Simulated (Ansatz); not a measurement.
The input, for Ansatz 0.2.0:

```yaml
crystal:
  periodic: [false, false, false]
  atoms:
    - {symbol: B, position_ang: [0.000000, 0.000000, 0.859982]}
    - {symbol: N, position_ang: [0.000000, 0.000000, -0.511503]}
    - {symbol: H, position_ang: [0.000000, 0.850874, -1.057997]}
    - {symbol: H, position_ang: [0.000000, -0.850874, -1.057997]}
basis:
  gaussian: {orbitals: cc-pVTZ}
magnetization: {spin_polarized: false}
correlation: {method: ccsd_t, electrons: outside_noble_gas}
```

```sh
$ ansatz run in.yaml --threads 1 --pin off --events-out ev --progress --plain --max-ram 4096MiB --backend cpu
```

Output:

```
512 factors; integrals over basis functions are off by at most 1.2e-3 eV
mean field evaluation 1: about -2182.2681 eV, gradient 3.2e1 eV
mean field evaluation 2: about -2182.2691 eV, gradient 3.2e1 eV
mean field evaluation 4: about -2184.3519 eV, gradient 2.5e0 eV
mean field evaluation 8: about -2184.3827 eV, gradient 9.0e-5 eV
mean field evaluation 16: about -2184.3814 eV, gradient 4.6e-1 eV
mean field -2184.38274039 eV, -80.2745850817 hartree, gradient 1.4e-6 eV, S^2 0.000000; 0 other end points of the search recorded, 0 dependent functions left out; unrestricted orbitals would lower it
2 core orbitals not correlated: weight in the atoms' cores, before any rotation towards them, 1.000 or more for the frozen orbitals, at most 0.000 for the correlated occupied ones
reference -2184.38274039 eV, -80.2745850817 hartree; 5, 5 occupied and 81, 81 virtual orbitals, 512 factors
second order -7.80250191 eV of doubles, -0.00000000 eV of singles
cycle   1  -8.09676278 eV  change   -2.9e-1 eV  update   6.9e-2
cycle   2  -8.36485082 eV  change   -2.7e-1 eV  update   2.9e-2
cycle   3  -8.41819259 eV  change   -5.3e-2 eV  update   1.4e-2
cycle   4  -8.41057595 eV  change    7.6e-3 eV  update   4.3e-3
cycle   5  -8.41283779 eV  change   -2.3e-3 eV  update   1.5e-3
cycle   6  -8.41270427 eV  change    1.3e-4 eV  update   5.0e-4
cycle   7  -8.41267017 eV  change    3.4e-5 eV  update   1.4e-4
cycle   8  -8.41275407 eV  change   -8.4e-5 eV  update   4.0e-5
cycle   9  -8.41274582 eV  change    8.2e-6 eV  update   1.1e-5
perturbative correction -0.33088591 eV, -0.0121598330 hartree
Total energy: -2193.12637213 eV, -80.5959076213 hartree
```

Ran on 1 thread of AMD EPYC 7R13, shared host: 1.4 s wall, 0.21 GiB peak host memory.
